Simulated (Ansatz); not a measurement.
A nudged elastic band was laid between two geometries of ClH3Si + FH (7 atoms, charge 0, multiplicity 1).

The calculation used RKS PBE-D4/6-31G* in Ansatz.

```yaml
movable_images: 7
climbing_image: yes
spring: 5.0 eV/Å²
optimiser: quadratic models (default)
start_path: through a guess of the saddle point
force_threshold: 0.03 eV/Å
iteration_limit: 60
end_points: relaxed
```

First end point:

```xyz
7
Properties=species:S:1:pos:R:3
Si -0.240 -0.285 -0.050
H -0.540 -0.514 1.391
Cl 1.849 -0.199 -0.291
H -0.827 0.987 -0.559
H -0.705 -1.443 -0.874
F 0.953 2.101 1.618
H 1.672 1.660 1.184
```

Last end point:

```xyz
7
Properties=species:S:1:pos:R:3
Si 0.114 0.238 -0.827
H 0.485 0.494 3.711
Cl 1.900 -0.253 -1.737
H -0.666 1.087 -1.775
H -0.579 -1.029 -0.453
F 0.410 1.095 0.515
H 0.499 0.675 2.983
```

(1) What changes between the two ends?

(2) What energy profile does the band end with?

(3) What is the geometry of the highest image?

Answers

(1) Bonds broken: Si1–H2, F6–H7. Bonds formed: Si1–F6, H2–H7. ClH3Si + FH becomes ClFH2Si + H2.

(2) The run converged. The highest image is number 3 of 0 to 8, 26.5 kcal/mol above the first end and 56.4 kcal/mol above the last; the last end lies 29.9 kcal/mol below the first. Neighbouring images differ by up to 1.8 eV, so the band resolves the path poorly. A vibrational analysis at the climbing image gives one clearly imaginary mode, 903i cm⁻¹: a first-order saddle point. The orbitals stay closed-shell, which can raise the energy where a bond breaks towards radicals; this wasn't checked here.

```csv
image,path coordinate (Å),energy (kcal/mol),Si1–H2 (Å),F6–H7 (Å),Si1–F6 (Å)
0,0.00,0.0,1.49,0.95,3.15
1,0.96,2.3,1.50,0.94,3.02
2,1.92,7.6,1.52,0.95,2.68
3,2.88,26.5,1.68,1.13,1.97
4,3.86,-15.4,2.34,1.81,1.65
5,4.83,-29.1,3.16,2.39,1.62
6,5.81,-29.8,3.92,2.55,1.62
7,6.79,-29.8,4.09,2.53,1.62
8,7.76,-29.9,4.56,2.51,1.62
```

(3) 
```xyz
7
Properties=species:S:1:pos:R:3:forces:R:3
Si 0.187 0.141 -0.026 0.00 0.00 -0.01
H -0.431 0.110 1.537 0.00 0.00 0.00
Cl 1.981 -0.104 -1.086 0.00 0.00 0.00
H -0.706 1.135 -0.679 0.00 0.00 0.00
H -0.327 -1.260 -0.166 0.00 0.00 0.00
F 1.145 1.405 1.145 0.00 -0.01 0.00
H 0.313 0.879 1.692 0.01 0.01 0.00
```

Run time: 4.1 min on 1 thread of Arm Neoverse V1, with other jobs on the host, peak memory 0.12 GiB.
